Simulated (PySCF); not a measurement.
**The bond of NaMg−, level by level**

What are the lowest state that PBE0 finds, the bond length, vibrational wavenumber and bond energy of NaMg−, and how much do these hang on the method?

Method: Na aug-cc-pVDZ, Mg aug-cc-pVDZ, no relativity; program: PySCF 2.14.0.

4 further runs of the same task are left out: 4 set aside as unsound or not needed.

## (1) Input

A driver script around PySCF takes these settings:

| Property | Result |
| --- | --- |
| atoms | Na, Mg |
| charge | -1 |
| basis | Na aug-cc-pVDZ, Mg aug-cc-pVDZ |
| Hamiltonian | no relativity |
| basis functions | 54 |
| electrons treated | 24 |
| masses in u | 22.9898, 23.9850 |
| levels | PBE0, PBE, r²SCAN, BHandHLYP, TPSS, PW91, CAM-B3LYP, MP2, SCS-MP2, CCSD, CCSD(T) |
| grid | 80 radial by 434 angular points |
| occupations | held fixed by the projection of orbital angular momentum |
| dissociation limit | Na− + Mg, each in its ground configuration |
| starting distance in angstrom | 3.030 |
| values of 2S to try | 0, 2 |

Launch:

```
> OMP_NUM_THREADS=1 python dia.py task.json out
```

The runs that follow: The PBE0 curve of the state that the search chose; PBE (GGA); r²SCAN (meta-GGA); BHandHLYP; TPSS (meta-GGA); PW91; CAM-B3LYP (range-separated hybrid); Correlated methods on the Hartree–Fock reference.

**Question.** What will these runs give? Wanted: for each run, Re; ωe; De; μ.

**Answer**, as computed:

Lowest PBE0 solution found, without spin–orbit coupling: ¹Σ⁺ (singlet), closed shell.

```tsv
level	Re (Å)	ωe (cm⁻¹)	De (eV)	μ (D)
RHF-MP2	3.897	70.5	0.201	n/a
RHF-SCS-MP2	3.986	63.4	0.167	n/a
RHF-CCSD	3.932	67.4	0.171	n/a
RHF-CCSD(T)	3.811	78.6	0.234	n/a
PBE	3.688	89.4	0.377	3.81
PW91	3.687	89.5	0.386	3.77
TPSS	3.727	89.3	0.364	3.91
r²SCAN	3.711	90.0	0.358	4.03
PBE0	3.739	86.2	0.327	4.03
BHandHLYP	3.916	65.7	0.165	5.12
CAM-B3LYP	3.891	66.9	0.167	5.09
```

De is counted to Na− + Mg in their ground configurations. A positive dipole points from Na to Mg; in an ion it is taken about the centre of mass and does not tell which atom is negative.

Bond lengths run from 3.687 Å (PW91) to 3.986 Å (RHF-SCS-MP2). Of the levels with a De here, BHandHLYP gives the least (0.165 eV) and PW91 the most (0.386 eV).

Correlated steps freeze 2 core orbitals. The bond is weak, and basis-set superposition, which was not computed, may be a sizeable part of it. T1 is 0.022 near the minimum (highest on the curve 0.024), which may point to more than one leading configuration. With some functionals the highest level of the anion is positive, from self-interaction error or because the anion is truly unbound there; the finite basis then holds the extra electron, and no neutral molecule was run to test the binding.
